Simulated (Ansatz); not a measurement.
Isolated molecules relaxed with PBE0-D4/def2-TZVP in Ansatz; ΔE leaves out vibrations. CCSD(T)/CBS adds triple-zeta CCSD(T) − MP2 to the extrapolated MP2 energy (def2 sets, frozen cores). This one scheme is used for every species. DFT in def2-TZVPP.

Consider the isomerisation: `C1=NC1` → `CC#N`.

`C1=NC1`:

Cartesian coordinates in Å:
```
C 0.702 0.370 -0.218
N 0.325 0.599 0.947
C -0.532 -0.317 0.076
H 1.517 0.632 -0.880
H -1.483 0.087 -0.260
H -0.529 -1.371 0.335
```

`CC#N`:

Cartesian coordinates in Å:
```
C -0.465 0.126 -0.069
C 0.919 -0.249 0.136
N 2.017 -0.546 0.299
H -1.079 -0.237 0.757
H -0.556 1.212 -0.124
H -0.837 -0.306 -0.999
```

CCSD(T)/CBS gives -199.0 kJ/mol.

(1) Another level gave -227.5 kJ/mol. Which?
A. SCS-MP2/def2-TZVPP
B. PBE/def2-TZVPP
C. HF/def2-TZVPP
D. r2SCANh-D4/def2-TZVPP

Largest T1 diagnostic among the species: 0.012.

Answers

(1) C. HF/def2-TZVPP -227.5, PBE -181.3, r2SCANh-D4 -191.2, SCS-MP2/def2-TZVPP -209.1 kJ/mol.

From BLYP to BHLYP (50 % exact exchange), in def2-TZVPP and without D4, ΔE moves by −7.0 kJ/mol. In def2-TZVPP, CCSD(T) changes the Hartree–Fock value by +25.1 kJ/mol (the triples alone add +3.8 kJ/mol) and MP2 by +21.2 kJ/mol. Leaving LDA and LC-ωPBE aside and taking each functional with its dispersion term where it has one, the values, not all of them listed here, spread over 27.2 kJ/mol, from BHLYP-D4 to PBE-D4. LDA lies +10.6 kJ/mol from PBE without D4.
